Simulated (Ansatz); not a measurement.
Steps of a relaxation of C$_{2}$H$_{2}$O$_{2}$S (`S=C1OCO1`) with RKS PBE0-D4/def2-TZVP.

```sh
$ ansatz run in.yaml --threads 2 --pin off --events-out ev --progress --plain --max-ram 4352MiB
```

```yaml
crystal:
  periodic: [false, false, false]
  atoms:
    - {symbol: S, position_ang: [-1.154607, -2.389636, -0.009001]}
    - {symbol: C, position_ang: [-0.447767, -0.943544, -0.007543]}
    - {symbol: O, position_ang: [-0.839713, 0.279873, -0.507461]}
    - {symbol: C, position_ang: [0.401469, 0.793672, -0.005683]}
    - {symbol: O, position_ang: [0.758004, -0.502245, 0.494130]}
    - {symbol: H, position_ang: [1.079626, 1.148465, -0.810407]}
    - {symbol: H, position_ang: [0.264189, 1.545315, 0.800264]}
basis:
  gaussian: {orbitals: def2-TZVP}
hamiltonian: {xc: pbe0, dispersion: d4}
relax: {f_tol: 0.005, max_steps: 150}
```

Positions (Å) and forces (eV/Å) along the path, 5 of 5 steps:

```xyz
7
step=1 energy=-17027.1791 eV
S    -1.155   -2.390   -0.009    0.368    0.754    0.001
C    -0.448   -0.944   -0.008    0.079    0.160    0.000
O    -0.840    0.280   -0.507    0.661   -0.613    0.486
C     0.401    0.794   -0.006    0.131    0.267    0.000
O     0.758   -0.502    0.494   -0.889    0.147   -0.486
H     1.080    1.148   -0.810   -0.392   -0.252    0.429
H     0.264    1.545    0.800    0.042   -0.463   -0.430
7
step=2 energy=-17027.2142 eV
S    -1.147   -2.374   -0.009    0.154    0.315    0.000
C    -0.445   -0.937   -0.008    0.068    0.138    0.000
O    -0.833    0.277   -0.503    0.235   -0.268    0.185
C     0.401    0.794   -0.006    0.003    0.006    0.000
O     0.751   -0.499    0.490   -0.356    0.021   -0.185
H     1.070    1.139   -0.803   -0.115   -0.075    0.125
H     0.263    1.532    0.793    0.012   -0.137   -0.125
7
step=3 energy=-17027.2201 eV
S    -1.142   -2.363   -0.009   -0.009   -0.019    0.000
C    -0.442   -0.932   -0.008    0.016    0.032    0.000
O    -0.829    0.274   -0.501   -0.016   -0.002   -0.007
C     0.401    0.792   -0.006   -0.006   -0.012    0.000
O     0.747   -0.498    0.487    0.008   -0.014    0.008
H     1.066    1.133   -0.800    0.005    0.006   -0.003
H     0.261    1.525    0.790    0.002    0.007    0.003
7
step=4 energy=-17027.2202 eV
S    -1.142   -2.363   -0.009   -0.002   -0.005    0.000
C    -0.442   -0.932   -0.008    0.006    0.013    0.000
O    -0.830    0.274   -0.501   -0.003   -0.004   -0.001
C     0.401    0.792   -0.006   -0.001   -0.002    0.000
O     0.747   -0.498    0.488   -0.001   -0.004    0.000
H     1.066    1.134   -0.800    0.000    0.001    0.000
H     0.261    1.525    0.790    0.001    0.001    0.000
7
step=5 energy=-17027.2202 eV
S    -1.142   -2.363   -0.009    0.000    0.000    0.000
C    -0.442   -0.932   -0.008    0.000    0.000    0.000
O    -0.830    0.274   -0.501    0.000    0.001    0.000
C     0.401    0.792   -0.006    0.000   -0.001    0.000
O     0.747   -0.498    0.488    0.000    0.000    0.000
H     1.066    1.134   -0.800    0.000    0.000    0.000
H     0.261    1.525    0.790    0.000    0.000    0.000
```

It took 9 s on 2 threads of an AMD EPYC 9R45 on a shared host, with 0.38 GiB of host memory at the peak.
